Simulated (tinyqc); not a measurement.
MP2 on RHF in the sto-3g basis, for H2O, spin multiplicity 1, step by step. One step of it, computed by the program tinyqc.

Question. Iteration 8 (converged): orbitals. Diagonalise F' = X^T F X, C = X C', fill 5 alpha and 5 beta electrons from the bottom; D = 2 C_occ C_occ^T. Each column has its largest component positive (the first on a tie).

converged F (hartree), order 1O 1s, 1O 2s, 1O 2px, 1O 2py, 1O 2pz, 2H 1s, 3H 1s:
```
[[-20.261855, -5.164202, 0.000000, 0.000000, -0.023827, -0.733777, -0.733777],
 [-5.164202, -2.398936, 0.000000, 0.000000, -0.055391, -0.716390, -0.716390],
 [0.000000, 0.000000, -0.386802, 0.000000, 0.000000, 0.000000, 0.000000],
 [0.000000, 0.000000, 0.000000, -0.205313, 0.000000, -0.343636, 0.343636],
 [-0.023827, -0.055391, 0.000000, 0.000000, -0.248109, -0.300190, -0.300190],
 [-0.733777, -0.716390, 0.000000, -0.343636, -0.300190, -0.362571, -0.198648],
 [-0.733777, -0.716390, 0.000000, 0.343636, -0.300190, -0.198648, -0.362571]]
```

X, order 1O 1s, 1O 2s, 1O 2px, 1O 2py, 1O 2pz, 2H 1s, 3H 1s:
```
[[1.023396, -0.134501, 0.000000, 0.000000, -0.006228, 0.017681, 0.017681],
 [-0.134501, 1.130521, 0.000000, 0.000000, 0.057506, -0.196839, -0.196839],
 [0.000000, 0.000000, 1.000000, 0.000000, 0.000000, 0.000000, 0.000000],
 [0.000000, 0.000000, 0.000000, 1.061533, 0.000000, -0.157645, 0.157645],
 [-0.006228, 0.057506, 0.000000, 0.000000, 1.030452, -0.104638, -0.104638],
 [0.017681, -0.196839, 0.000000, -0.157645, -0.104638, 1.103856, -0.050561],
 [0.017681, -0.196839, 0.000000, 0.157645, -0.104638, -0.050561, 1.103856]]
```

Give: F' = X^T F X; orbital energies; coefficients C; D after iteration 8.

Answer.

F' = X^T F X (hartree):
```
[[-19.8891, -2.6799, 0.0000, 0.0000, -0.0499, -0.0683, -0.0683],
 [-2.6799, -1.3397, 0.0000, 0.0000, 0.0928, -0.3633, -0.3633],
 [0.0000, 0.0000, -0.3868, 0.0000, 0.0000, 0.0000, 0.0000],
 [0.0000, 0.0000, 0.0000, -0.0095, 0.0000, -0.3740, 0.3740],
 [-0.0499, 0.0928, 0.0000, 0.0000, -0.1422, -0.2802, -0.2802],
 [-0.0683, -0.3633, 0.0000, -0.3740, -0.2802, -0.0329, -0.0544],
 [-0.0683, -0.3633, 0.0000, 0.3740, -0.2802, -0.0544, -0.0329]]
```

orbital energies (hartree): [-20.2700, -1.1893, -0.5231, -0.4230, -0.3868, 0.4240, 0.5351]

coefficients C, order 1O 1s, 1O 2s, 1O 2px, 1O 2py, 1O 2pz, 2H 1s, 3H 1s:
```
[[0.9945, -0.2422, 0.0000, 0.0873, 0.0000, -0.1033, 0.0000],
 [0.0233, 0.9073, 0.0000, -0.4442, 0.0000, 0.5966, 0.0000],
 [0.0000, 0.0000, 0.0000, 0.0000, 1.0000, 0.0000, 0.0000],
 [0.0000, 0.0000, 0.6062, 0.0000, 0.0000, 0.0000, 0.8995],
 [0.0027, 0.0688, 0.0000, 0.7435, 0.0000, 0.7277, 0.0000],
 [-0.0041, 0.1358, 0.4556, 0.3469, 0.0000, -0.6826, -0.6954],
 [-0.0041, 0.1358, -0.4556, 0.3469, 0.0000, -0.6826, 0.6954]]
```

D after iteration 8, order 1O 1s, 1O 2s, 1O 2px, 1O 2py, 1O 2pz, 2H 1s, 3H 1s:
```
[[2.1108, -0.4708, 0.0000, 0.0000, 0.1019, -0.0134, -0.0134],
 [-0.4708, 2.0420, 0.0000, 0.0000, -0.5357, -0.0620, -0.0620],
 [0.0000, 0.0000, 2.0000, 0.0000, 0.0000, 0.0000, 0.0000],
 [0.0000, 0.0000, 0.0000, 0.7350, 0.0000, 0.5524, -0.5524],
 [0.1019, -0.5357, 0.0000, 0.0000, 1.1152, 0.5345, 0.5345],
 [-0.0134, -0.0620, 0.0000, 0.5524, 0.5345, 0.6927, -0.1376],
 [-0.0134, -0.0620, 0.0000, -0.5524, 0.5345, -0.1376, 0.6927]]
```
